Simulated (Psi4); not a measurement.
# AlH2OF (SMILES [OH][AlH][F]) at M06-L/def2-TZVP

Aim: the energy change on altering one bond length of AlH2OF at M06-L/def2-TZVP, from 2 runs. 

The results are computed with Psi4 1.11.

### 1 The structure to begin with

The species is AlH2OF (5 atoms), meant as a singlet with charge 0. SMILES: `[OH][AlH][F]`. Geometry: a GFN2-xTB relaxation, a rough one for these elements and not checked as a minimum. This is one conformer, not always the lowest.

Bond lengths: O1–Al2 1.635 Å, Al2–F3 1.650 Å, O1–H4 0.946 Å, Al2–H5 1.492 Å. Angles: O1–Al2–F3 123.4°, O1–Al2–H5 119.8°, F3–Al2–H5 116.9°, Al2–O1–H4 177.6°.

### 2 Energy and gradient at M06-L/def2-TZVP

calc.py

```python
import psi4

psi4.set_memory(1600000000)
psi4.set_num_threads(1)
psi4.core.set_output_file('psi4.out', False)

m = psi4.geometry("""
O
Al 1 1.634759
F 2 1.649808 1 123.35483
H 1 0.946384 3 153.94979 2 -179.96454
H 2 1.491534 1 119.75182 3 -179.81121
symmetry c1
""")

options = {'basis': 'def2-TZVP', 'reference': 'rks', 'puream': True, 'e_convergence': 1e-09, 'd_convergence': 1e-08, 'scf_type': 'pk', 'dft_radial_points': 99, 'dft_spherical_points': 590}
psi4.set_options(options)

E, wfn = psi4.gradient('M06-L', return_wfn=True)
psi4.oeprop(wfn, 'MAYER_INDICES', 'WIBERG_LOWDIN_INDICES', 'MULLIKEN_CHARGES')
print('gradient / Eh bohr^-1')
print(E.np.round(6))
print(f'energy = {wfn.energy():.10f} Eh')
```

Run with:

```console
$ python calc.py
```

psi4.out:

```text
[...]
  Running in c1 symmetry.
[...]
  Nuclear repulsion =  100.879098286272679
[...]
  Multiplicity = 1
[...]
  Nalpha       = 16
  Nbeta        = 16
[...]
    Number of basis functions: 111
[...]
   @RKS iter   1:  -418.54682621916021   -3.93935e-01   8.96635e-03 DIIS/ADIIS
[...]
   @RKS iter  12:  -418.87073202949205   -1.76215e-12   2.90252e-09 DIIS
[...]
    Orbital Energies [Eh]
    ---------------------
    Doubly Occupied:
       1A    -55.759122     2A    -24.449563     3A    -18.954057
       4A     -4.102560     5A     -2.613657     6A     -2.606420
       7A     -2.604597     8A     -1.114998     9A     -0.960458
      10A     -0.511075    11A     -0.402191    12A     -0.357437
      13A     -0.355558    14A     -0.318906    15A     -0.301517
      16A     -0.286918
[...]
  @RKS Final Energy:  -418.87073202949205
   => Energetics <=
    Nuclear Repulsion Energy =            100.8790982862726793
    One-Electron Energy =                -783.4566583925346777
    Two-Electron Energy =                 302.3312790632330689
    DFT Exchange-Correlation Energy =     -38.6244509864630956
    Empirical Dispersion Energy =           0.0000000000000000
    VV10 Nonlocal Energy =                  0.0000000000000000
    Total Energy =                       -418.8707320294920464
[...]
 Multipole Moments:
 ------------------------------------------------------------------------------------
     Multipole            Electronic (a.u.)      Nuclear  (a.u.)        Total (a.u.)
 ------------------------------------------------------------------------------------
 L = 1.  Multiply by 2.5417464519 to convert [e a0] to [Debye]
 Dipole X            :          0.0069518           -0.0042405            0.0027114
 Dipole Y            :         -2.1578031            2.5547872            0.3969842
 Dipole Z            :          1.8167634           -2.5871369           -0.7703735
 Magnitude           :                                                    0.8666482
[...]
  -Total Gradient:
     Atom            X                  Y                   Z
    ------   -----------------  -----------------  -----------------
       1       -0.000035048026     0.001561876940     0.008069098058
       2        0.000108193595     0.015625591207     0.002942347469
       3       -0.000052825655    -0.000921448593     0.004215493722
       4       -0.000016722045     0.001598555297    -0.004098350164
       5       -0.000001694245    -0.017271284617    -0.011110267767
[...]
  Mulliken Charges: (a.u.)
   Center  Symbol    Alpha    Beta     Spin     Total
       1     O     4.33131  4.33131  0.00000 -0.66263
       2    AL     6.04674  6.04674  0.00000  0.90652
       3     F     4.69921  4.69921  0.00000 -0.39842
       4     H     0.33149  0.33149  0.00000  0.33701
       5     H     0.59124  0.59124  0.00000 -0.18248
   Total alpha = 16.00000, Total beta = 16.00000, Total charge =  0.00000
  Mayer Bond Indices:
[...]
```

Standard output:

```text
gradient / Eh bohr^-1
[[-3.5000e-05  1.5620e-03  8.0690e-03]
 [ 1.0800e-04  1.5626e-02  2.9420e-03]
 [-5.3000e-05 -9.2100e-04  4.2150e-03]
 [-1.7000e-05  1.5990e-03 -4.0980e-03]
 [-2.0000e-06 -1.7271e-02 -1.1110e-02]]
energy = -418.8707320295 Eh
```

Wall time 48 s (1 thread of Intel Xeon Platinum 8275CL at 3.00GHz (Skylake/Cascade Lake), shared host); peak memory 0.63 GiB.

### 3 The distorted shape, same level

alfh2o.dat

```
memory 1600 MB

molecule mol {
  0 1
  O
  Al 1 1.634759
  F 2 1.649808 1 123.35483
  H 1 0.946384 3 153.94979 2 -179.96454
  H 2 1.939 1 119.75182 3 -179.8112
  symmetry c1
}

set {
  basis def2-TZVP
  puream true
  e_convergence 1e-09
  d_convergence 1e-08
  scf_type pk
  dft_radial_points 99
  dft_spherical_points 590
}

e, wfn = gradient("m06-l", return_wfn=True)
oeprop(wfn, "DIPOLE", "WIBERG_LOWDIN_INDICES", "MULLIKEN_CHARGES", title="M06-L")
```

Run with:

```console
$ psi4 -n 1 alfh2o.dat alfh2o.out
```

alfh2o.out (excerpt; [...] marks lines left out):

```text
[...]
  Running in c1 symmetry.
[...]
  Nuclear repulsion =   99.381134713059950
[...]
  Multiplicity = 1
[...]
  Nalpha       = 16
  Nbeta        = 16
[...]
    Number of basis functions: 111
[...]
   @RKS iter   1:  -418.52262892161701   -4.22472e-01   8.97241e-03 ADIIS/DIIS
[...]
   @RKS iter  12:  -418.84600243909637   -3.63798e-12   4.02576e-09 DIIS
[...]
  @RKS Final Energy:  -418.84600243909637
   => Energetics <=
    Nuclear Repulsion Energy =             99.3811347130599501
    One-Electron Energy =                -780.0605002950035214
    Two-Electron Energy =                 300.3676540983682912
    DFT Exchange-Correlation Energy =     -38.5342909555211151
    Empirical Dispersion Energy =           0.0000000000000000
    VV10 Nonlocal Energy =                  0.0000000000000000
    Total Energy =                       -418.8460024390963667
[...]
  -Total Gradient:
     Atom            X                  Y                   Z
    ------   -----------------  -----------------  -----------------
       1       -0.000031942519     0.001702478124     0.002611835511
       2        0.000291772278    -0.045574761340    -0.030623843410
       3       -0.000044685640    -0.004581847388     0.004842177894
       4       -0.000013760632     0.000529120807    -0.003676028754
       5       -0.000198863233     0.048394154990     0.026758937284
[...]
 Multipole Moments:
 ------------------------------------------------------------------------------------
     Multipole            Electronic (a.u.)      Nuclear  (a.u.)        Total (a.u.)
 ------------------------------------------------------------------------------------
 L = 1.  Multiply by 2.5417464519 to convert [e a0] to [Debye]
 Dipole X            :          0.0085917           -0.0054406            0.0031511
 Dipole Y            :         -2.7571811            2.9189208            0.1617396
 Dipole Z            :          1.4659799           -2.3790009           -0.9130210
 Magnitude           :                                                    0.9272417
[...]
  Mulliken Charges: (a.u.)
   Center  Symbol    Alpha    Beta     Spin     Total
       1     O     4.32427  4.32427  0.00000 -0.64854
       2    AL     6.08398  6.08398  0.00000  0.83205
       3     F     4.69222  4.69222  0.00000 -0.38444
[...]
```

Wall time 45 s (1 thread of Intel Xeon Platinum 8275CL at 3.00GHz (Skylake/Cascade Lake), shared host); peak memory 0.63 GiB.

### 4 What came out

At M06-L/def2-TZVP:

```
                                                          quantity          value
                                         first shape: total energy  -418.87073 Eh
                                        first shape: dipole moment         2.20 D
                                          first shape: HOMO energy       -7.81 eV
                                          first shape: LUMO energy       -0.41 eV
                                        first shape: HOMO–LUMO gap        7.40 eV
                             first shape: largest force on an atom     1.056 eV/Å
                                     distorted shape: total energy  -418.84600 Eh
                                    distorted shape: dipole moment         2.36 D
                                      distorted shape: HOMO energy       -7.45 eV
                                      distorted shape: LUMO energy       -1.15 eV
                                    distorted shape: HOMO–LUMO gap        6.29 eV
                         distorted shape: largest force on an atom     2.844 eV/Å
energy change with the Al2–H5 bond stretched from 1.492 to 1.939 Å       0.673 eV
```

With the Al2–H5 bond stretched from 1.492 to 1.939 Å the energy rises by 0.67 eV (64.9 kJ/mol). The first shape isn't relaxed at this level, so the change isn't measured from a minimum. The largest force (first shape) is 1.06 eV/Å: the shape isn't a stationary point for this species at this level.
